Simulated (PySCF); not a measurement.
**AlF₂: structure of the doublet**

Where does doublet AlF₂ go from a bent start, is the end point a minimum, and what are its modes, charges and moments?

Method: PBE, basis Al def2-TZVP, F def2-TZVP, no relativity, density fitting; program: PySCF 2.14.0.

## (1) The system as given

3 atoms, charge 0, spin multiplicity 2.

Bond lengths: Al1–F2 1.900 Å, Al1–F3 1.900 Å. Angles: F2–Al1–F3 110.0°.

Coordinates in bohr (charge 0 multiplicity 2):
```
Al    0.0000    0.0000    0.0000
F     2.9412    0.0000    2.0594
F    -2.9412    0.0000    2.0594
```

## (2) Finding the electronic state

The steps below are one call of a driver around PySCF. For each, scf.py gives the equivalent set-up of the SCF; relaxations use the driver's own optimiser. After this first run the driver tries any further starts and a stability analysis.

scf.py reads:

```python
from pyscf import gto, scf, dft
mol = gto.M(atom='''
Al     0.000000     0.000000     0.000000
F      1.556400     0.000000     1.089800
F     -1.556400     0.000000     1.089800''',
    basis={'Al': 'def2-TZVP', 'F': 'def2-TZVP'},
    charge=0, spin=1)
mf = dft.UKS(mol, xc='PBE')
mf.grids.atom_grid = (50, 194)
aux = {'Al': 'def2-universal-JKFIT', 'F': 'def2-universal-JKFIT'}
mf = mf.density_fit(auxbasis=aux)
mf.conv_tol = 1e-08
mf.diis_space = 10
mf.max_cycle = 60
mf.init_guess = 'minao'
mf.verbose = 4
mf.kernel()
```

On the command line:

```
OMP_NUM_THREADS=4 python axn.py task.json out
```

After this run come: Relaxation: bent start, doublet; Hessian and properties.

Before running it: what results should come out? Wanted: minimum; geometry; wavenumbers; dipole moment; highest occupied, lowest empty level; polar-tensor charge of Al1; zero-point energy; atomisation energy; ⟨S²⟩.

As calculated:

```
                                          quantity                             value
                                           minimum                      doublet, C2v
                                          geometry  Al–F 1.667 Å (×2); F–Al–F 120.6°
                                wavenumbers (cm⁻¹)      213 (a1), 714 (a1), 862 (b2)
                                     dipole moment                            1.71 D
highest occupied, lowest empty level (either spin)                   -5.98, -4.29 eV
                        polar-tensor charge of Al1                           +1.01 e
                                 zero-point energy                       10.7 kJ/mol
                               entropy at 298.15 K                   266.6 J/(mol K)
         atomisation energy (no zero-point energy)                       1141 kJ/mol
                                              ⟨S²⟩                             0.751
```

The molecule stays C2v, as typed, and the end point is a minimum. The strongest infrared band lies at 862 cm⁻¹ (b2, stretch). Most of the spin sits on Al1 (Mulliken spin 0.93, against 1 for the whole molecule). Other starts or spin states, not run here, may lie lower.
